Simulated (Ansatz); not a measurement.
# C₂H₃FO (singlet): from Hartree-Fock to the top rungs, STO-3G

One table from this session's results is given with a row withheld; the runs are named, their logs left out.

Method: STO-3G, core rule «outside noble gas», up to 4 orbitals frozen; program: Ansatz 0.2.0, Gaussian basis.

To be run: UHF; CCSD(T) on RHF; CCSD(T) on UHF; BCCD(T) on RHF; CISD; CCSDT(Q) on RHF; CCSDT(Q) on UHF; CISDTQ; CCSDTQ on RHF; CASSCF and MRCISD+Q, 8 electrons in 8 orbitals; CASSCF and NEVPT2, 8 electrons in 8 orbitals.

20 further runs of the same task are left out: 2 that didn't finish, 18 set aside as unsound or not needed.

## What is computed

The geometry is an MP2(full)/6-31G* stationary point (not a proven minimum).

7 atoms, charge 0, spin multiplicity 1.

Atoms are counted from 1 here; the program's logs count them from 0.

Bond lengths: C1–O2 1.198 Å, C1–F3 1.368 Å, C1–C4 1.493 Å, C4–H5 1.088 Å, C4–H6 1.092 Å, C4–H7 1.092 Å. Angles: O2–C1–F3 120.7°, O2–C1–C4 129.3°, F3–C1–C4 110.1°, C1–C4–H5 109.7°, C1–C4–H6 109.4°, C1–C4–H7 109.4°, H5–C4–H6 110.3°, H5–C4–H7 110.3°, H6–C4–H7 107.7°.

The first run:

File in.yaml:

```yaml
crystal:
  periodic: [false, false, false]
  atoms:
    - {symbol: C, position_ang: [0.081969, 0.137779, 0.000000]}
    - {symbol: O, position_ang: [0.208620, 1.328582, 0.000000]}
    - {symbol: F, position_ang: [-1.161981, -0.431362, 0.000000]}
    - {symbol: C, position_ang: [1.131423, -0.924841, 0.000000]}
    - {symbol: H, position_ang: [2.117852, -0.465716, 0.000000]}
    - {symbol: H, position_ang: [1.006838, -1.557024, 0.881549]}
    - {symbol: H, position_ang: [1.006838, -1.557024, -0.881549]}
basis:
  gaussian: {orbitals: STO-3G}
magnetization: {spin_polarized: true, initial_magnetization: 0}
hamiltonian: {xc: hf}
output: {orbitals: {seedname: orbitals}}
```

Run with:

```bash
$ ansatz run in.yaml --threads 1 --pin off --events-out ev --progress --plain --max-ram 4096MiB --backend cpu
```

Steps of the session up to this table: UHF; CCSD(T) on RHF; CCSD(T) on UHF; BCCD(T) on RHF; CISD; CCSDT(Q) on RHF; CCSDT(Q) on UHF; CISDTQ; CCSDTQ on RHF; CASSCF and MRCISD+Q, 8 electrons in 8 orbitals; CASSCF and NEVPT2, 8 electrons in 8 orbitals.

One of the session's tables, all rows but one given; the rest of the session is left out.

```
           method  from RCCSDTQ (meV)
              RHF             +6200.1
              UHF             +6180.9
             RMP2             +1224.8
             CISD                   ?
            RCCSD              +220.4
         RCCSD(T)               +41.2
          BCCD(T)               +37.5
           RCCSDT                +7.9
           CISDTQ               +42.8
        RCCSDT(Q)                -0.4
          RCCSDTQ                   0
  CASSCF frontier             +2957.4
  NEVPT2 frontier              +903.9
  MRCISD frontier              +182.3
MRCISD+Q frontier               +20.1
```

Q: Estimate the row for CISD from the others.

The run gave: from RCCSDTQ (meV): +677.8. In the column «from RCCSDTQ (meV)» it lies between RCCSD (+220.4) and NEVPT2 frontier (+903.9).
